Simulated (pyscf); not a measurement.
# Four-centre exchange: HO–AsH₂ + gallane (GaH₃) → H₂Ga–O–AsH₂ + hydrogen (H₂)

Gas phase, singlet surface, charge 0. Bonds broken: O2–H5, Ga6–H7. Bonds formed: O2–Ga6, H5–H7. Optimised with ωB97X-D3(BJ)/def2-SVP in PySCF.

Transition state (Å):

```xyz
9

As    -1.9928    -1.3421     0.7127
O     -0.4139    -0.7725     0.0601
H     -2.6100    -1.6873    -0.6405
H     -2.7132     0.0094     0.7340
H      0.5064    -0.1398     0.6970
Ga     0.0714     0.9314    -0.7685
H      1.1242     0.6536     0.7099
H      0.9405     0.7512    -2.0462
H     -0.9768     2.0336    -0.4186
```

One imaginary mode, 1328i cm⁻¹; descent along it reached the two sides named, in the forms told below.

```tsv
bond	change	reactant side (Å)	saddle	product side
O2–H5	breaks	0.966	1.286	2.7
Ga6–H7	breaks	1.579	1.836	2.6
O2–Ga6	forms	2.113	1.956	1.793
H5–H7	forms	2.9	1.006	0.763
```

Electronic energies relative to the separated reactants (kcal/mol):

```tsv
level	barrier	reaction energy	reverse barrier
ωB97X-D3(BJ)/def2-TZVP	6.3	-15.2	21.6
PBE/def2-TZVP	4.2	-13.1	17.3
r²SCAN/def2-TZVP	3.0	-15.4	18.4
B3LYP-D3(BJ)/def2-TZVP	6.6	-14.1	20.7
PBE0-D3(BJ)/def2-TZVP	5.3	-12.4	17.8
M06-2X/def2-TZVP	4.1	-17.9	22.0
ωB97M-D3(BJ)/def2-TZVP	9.0	-11.9	20.9
HF/def2-TZVP	22.6	-9.6	32.2
```

With ωB97M-D3(BJ)/def2-TZVP energies and thermal terms (ideal gas, 1 atm, RRHO with modes under 100 cm⁻¹ raised to 100, one conformer, R ln 2 for chiral ones without a mode under 150 cm⁻¹), in kcal/mol:

```
T (K)  ΔH‡   ΔG‡     ΔH     ΔG
-----  ---  ----  -----  -----
298    7.7  17.7  -13.9  -12.6
600    7.9  27.9  -12.7  -11.7
900    8.5  37.7  -11.9  -11.4
1200   9.3  47.3  -11.3  -11.4
```

On the reactant side the descent ends in an adduct with a Ga–O contact, 18.1 kcal/mol under the separated species and 24.4 kcal/mol under the saddle at ωB97X-D3(BJ)/def2-TZVP. What is counted as formed (Ga–O) is already present as a longer contact in the reactant adduct; forming that adduct is a step of its own. At the saddle there is also a short Ga–H contact that neither side keeps. H₂Ga–O–AsH₂ lies 20.8 kcal/mol over its isomer HO–GaH–AsH₂ (electronic energy, ωB97M-D3(BJ)). This is the saddle that the search found; another between the same sides may lie lower. Elements up to Kr have no core potential and no relativistic terms here.
